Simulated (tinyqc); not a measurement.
The basis set: RHF and MP2 along a ladder of basis sets, for BH2+, spin multiplicity 1. Computed by the program tinyqc with PySCF. Same geometry throughout; the dipole is taken about the origin.

Geometry (angstrom):
```
atom       x        y       z
B     0.0000   0.0000  0.0000
H     0.0000   1.0460  0.4930
H     0.0000  -1.0240  0.4820
```

RHF and frozen-core MP2 in a ladder of bases:
```
basis        functions  E(RHF) (hartree)  E(MP2 corr) (hartree)  HOMO (eV)  LUMO (eV)  dipole (debye)
sto-3g               7         -25.13671               -0.02711    -24.120     -6.669           0.569
3-21g               13         -25.28316               -0.03631    -24.017     -7.920           0.488
6-31g               13         -25.42542               -0.03592    -23.931     -7.724           0.397
6-31g**             24         -25.43760               -0.05888    -23.909     -7.705           0.408
aug-cc-pvdz         41         -25.43629               -0.05765    -23.879     -7.808           0.385
cc-pvtz             58         -25.44358               -0.06996    -23.914     -7.796           0.392
```

Estimate the missing row, basis = cc-pvdz.

Computed row:
```
basis    functions  E(RHF) (hartree)  E(MP2 corr) (hartree)  HOMO (eV)  LUMO (eV)  dipole (debye)
cc-pvdz         24         -25.43542               -0.05595    -23.881     -7.803           0.396
```

From cc-pVDZ to cc-pVTZ the RHF energy falls by 8.2 mhartree and the correlation energy by 14.0. If valence correlation converges as X^-3, (27 E(T) - 8 E(D))/19 gives -0.0759 hartree, a rough estimate from such small X that usually falls short; STO-3G holds about 36 % of it. Beyond STO-3G the LUMO moves by 0.2 eV and the HOMO by 0.1 eV.
